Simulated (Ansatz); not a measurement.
# One elementary step

Start structure (CH₄FS, doublet), relaxed at PBE0-D4/def2-TZVP:

H1  (0.673, -1.161, 0.065)
S2  (1.895, -1.402, 0.574)
C3  (-1.137, 0.522, -0.411)
F4  (-0.383, 1.474, 0.133)
H5  (2.050, -0.114, 0.915)
H6  (-1.157, 0.519, -1.493)
H7  (-1.940, 0.161, 0.218)
(Å)

The step: CH₂F ([CH2][F]) + H₂S → CH₃F ([CH3][F]) + HS; bonds formed: H1–C3; bonds broken: H1–S2. Ansatz 0.2.0; basis: def2-TZVPP and def2-QZVPP; cores frozen in the correlated methods; orbitals are unrestricted. Extrapolation: Hartree–Fock as exp(−7.88 √X), correlation as X^−2.97. Energies below are by CCSD(T) at an estimated basis limit (MP2 extrapolated from triple and quadruple zeta, plus CCSD(T) − MP2 in triple zeta).

**Question.** What are the electronic barrier and the energy of the step, from the start structure to the end structure? (An estimate is asked for; the value comes from the calculation.)

**Answer.** By the calculation: Barrier 23.8 kJ/mol; step energy -58.6 kJ/mol (downhill); reverse barrier, their difference, 82.4 kJ/mol. Barrier and step energy count from the start structure, the reverse barrier from the end structure.

The saddle point: One imaginary mode of 611i cm⁻¹.
```csv
pair,start (Å),saddle (Å),end (Å)
H1–C3,2.52,1.57,1.09
H1–S2,1.35,1.46,3.24
```

Zero-point energy (harmonic, PBE0-D4): ZPE is 108.4 kJ/mol at the start and 106.8 kJ/mol at the saddle, so the barrier goes from 23.8 to 22.2 kJ/mol.

No T1 diagnostic of these runs exceeds 0.016. ⟨S²⟩ of the unrestricted Hartree–Fock references: 0.76 to 0.79 (a pure state has 0.75).

Labels in which every atom is bracketed show which atoms are joined, not bond orders.

For scale, one of the runs: CCSD(T)/def2-TZVPP, 160 basis functions, launched by `ansatz run in.yaml --threads 4 --pin off --events-out ev --progress --plain --max-ram 9574MiB`. Hardware: 4 CPU threads of an Arm Neoverse N1, shared host. Wall time 80 s; peak host memory 2.9 GiB.
